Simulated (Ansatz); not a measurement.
# CH₅NSi (SMILES N=C[SiH3]): single points off equilibrium

The task here is to estimate one member of a computed series from the others.

The runs use Ansatz 0.2.0, Gaussian basis; single points in def2-TZVPP.

Cores are frozen in the correlated methods.

## Where the work starts

8 atoms, charge 0, spin multiplicity 1.

Atoms are counted from 1 here; the program's logs count them from 0.

Bond lengths: N1–C2 1.301 Å, N1–H4 1.010 Å, C2–Si3 1.915 Å, C2–H5 1.097 Å, Si3–H6 1.500 Å, Si3–H7 1.518 Å, Si3–H8 1.517 Å. Angles: C2–N1–H4 107.5°, N1–C2–Si3 117.7°, N1–C2–H5 124.8°, Si3–C2–H5 116.7°, C2–Si3–H6 114.5°, C2–Si3–H7 109.0°, C2–Si3–H8 101.4°, H6–Si3–H7 96.3°, H6–Si3–H8 121.5°, H7–Si3–H8 114.2°.

Geometry (Å):

```
N    -1.40139   -0.08743   -0.98883
C    -0.34390    0.50412   -0.51555
Si    0.70663   -0.44675    0.77250
H    -1.89210    0.58311   -1.56380
H    -0.09564    1.56204   -0.66896
H     1.20577    0.39410    1.90937
H     2.06936   -0.74626    0.17539
H    -0.15208   -1.67482    1.01080
```

Set-up of the first run:

Contents of run/in.yaml:

```yaml
crystal:
  periodic: [false, false, false]
  atoms:
    - {symbol: N, position_ang: [-1.401393, -0.087433, -0.988827]}
    - {symbol: C, position_ang: [-0.343897, 0.504117, -0.515548]}
    - {symbol: Si, position_ang: [0.706632, -0.446753, 0.772505]}
    - {symbol: H, position_ang: [-1.892099, 0.583106, -1.563799]}
    - {symbol: H, position_ang: [-0.095640, 1.562039, -0.668959]}
    - {symbol: H, position_ang: [1.205770, 0.394096, 1.909370]}
    - {symbol: H, position_ang: [2.069362, -0.746264, 0.175388]}
    - {symbol: H, position_ang: [-0.152079, -1.674817, 1.010795]}
basis:
  gaussian: {orbitals: def2-TZVPP}
hamiltonian: {xc: pbe, dispersion: d4}
output: {forces: true}
```

The run is started by

```
$ ansatz run in.yaml --threads 2 --pin off --events-out ev --progress --plain --max-ram 3481MiB
```

Among the steps run: PBE-D4/def2-TZVPP; r2SCAN-D4/def2-TZVPP; PBE0-D4/def2-TZVPP; wB97M-V/def2-TZVPP; CCSD(T)/def2-TZVPP.

One of the session's tables, all rows but one given; the rest of the session is left out.

```
   method  RMS force component (eV/Å)  angle to CCSD(T) forces (°)  dipole (D)
   PBE-D4                           ?                            ?           ?
r2SCAN-D4                       0.619                         20.0        1.82
  PBE0-D4                       0.686                         26.4        1.84
  wB97M-V                       0.688                         22.9        1.86
  CCSD(T)                       0.514                    reference        1.81
```

**Question.** Estimate the row for PBE-D4.

As computed: RMS force component (eV/Å): 0.560; angle to CCSD(T) forces (°): 21.9; dipole (D): 1.77. In the column «RMS force component (eV/Å)» it lies between CCSD(T) (0.514) and r2SCAN-D4 (0.619).

Limits of these values: CCSD(T) in triple zeta still lacks some correlation energy of the bonds, so part of these gaps is its own basis error and they don't rank the functionals.
